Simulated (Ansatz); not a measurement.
Molecule (SMILES): O (H2O).
Geometry (B3LYP-D3(BJ)/def2-TZVP, fixed):
```
O
H 1 0.9627
H 1 0.9627 2 105.24
```

How fast the dipole moment converges with the basis for several methods (Ansatz, a quantum-chemistry and plane-wave program): deviation from each method's own reference, in D. References: CCSD(T) 1.839 D, the value in aug-pcseg-3; HF 1.974 D, the value in aug-pcseg-3; MP2 1.850 D, the value in aug-pcseg-3; PBE 1.787 D, the value in aug-pcseg-3; PBE0 1.850 D, the value in aug-pcseg-3. Cartesian d functions, on some or all atoms, in 6-31G**; all else is spherical. In correlated methods cores are frozen. No added dispersion term, no relativity. The reference of a correlated method is not its basis-set limit, which lies further on.

```
basis            functions  CCSD(T)      HF     MP2     PBE    PBE0
---------------  ---------  -------  ------  ------  ------  ------
3-21G                   13    0.448   0.450   0.468   0.427   0.453
6-31G                   13    0.666   0.645   0.681   0.624   0.646
pcseg-0                 13    0.586   0.566   0.603   0.543   0.568
cc-pVDZ                 24    0.088   0.076   0.106   0.069   0.078
6-31G**                 25    0.226   0.202   0.240   0.189   0.203
aug-pcseg-1             41   -0.014  -0.005  -0.008  -0.010  -0.008
jun-cc-pV(T+d)Z         67    0.027   0.020   0.031   0.050   0.037
aug-cc-pVTZ             92   -0.009   0.001  -0.007   0.000   0.000
```

Mean absolute deviation over jun-cc-pV(T+d)Z, aug-cc-pVTZ: HF 0.010, CCSD(T) 0.018, PBE0 0.018, MP2 0.019, PBE 0.025 D.
